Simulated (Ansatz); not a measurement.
Consider the hydrogenolysis of a C–F bond: `C=C=C(N)F` + H₂ → `C=C=CN` + H–F.

Gas-phase electronic energies from Ansatz, PBE0-D4/def2-TZVP geometries. CBS: MP2 limit from def2 TZ/QZ plus the TZ coupled-cluster correction, frozen cores. This one scheme is used for every species. DFT in def2-TZVPP. One conformer a species, not always the lowest.

```
             level  ΔE (kcal/mol)
            B97M-V          -19.9
          BHLYP-D4          -22.4
           ωB97X-V          -20.5
           r2SCANh          -20.4
       HF/def2-SVP          -21.9
     HF/def2-TZVPP          -24.0
    MP2/def2-TZVPP          -24.4
SCS-MP2/def2-TZVPP          -23.6
```

(1) What does CCSD(T)/CBS give? (Best estimate.)

(2) What do rigid-rotor, harmonic-oscillator terms from PBE0-D4/def2-TZVP frequencies (298.15 K, 1 bar) make of the CCSD(T)/CBS value? (Estimate.)

Largest T1 diagnostic among the species: 0.012.

## Answers

(1) Computed: -24.4 kcal/mol. The listed levels differ from it by 4.5, 2.0, 3.9, 4.0, 2.5, 0.4, 0.0, 0.8 kcal/mol.

(2) Ansatz gave: ΔZPE = +4.3 kcal/mol, ΔH = -20.4 kcal/mol, ΔS = 22 J/(mol·K), ΔG = -22.0 kcal/mol.

From PBE to PBE0 (25 % exact exchange), in def2-TZVPP and without D4, ΔE moves by −1.9 kcal/mol. Leaving LDA and LC-ωPBE aside and taking each functional with its dispersion term where it has one, the values, not all of them listed here, spread over 4.3 kcal/mol, from PBE-QIDH to BLYP-D4. LDA lies +1.5 kcal/mol from PBE without D4. At CCSD(T), def2-SVP lies +4.7 kcal/mol from the extrapolated value and def2-TZVPP +1.2 kcal/mol.
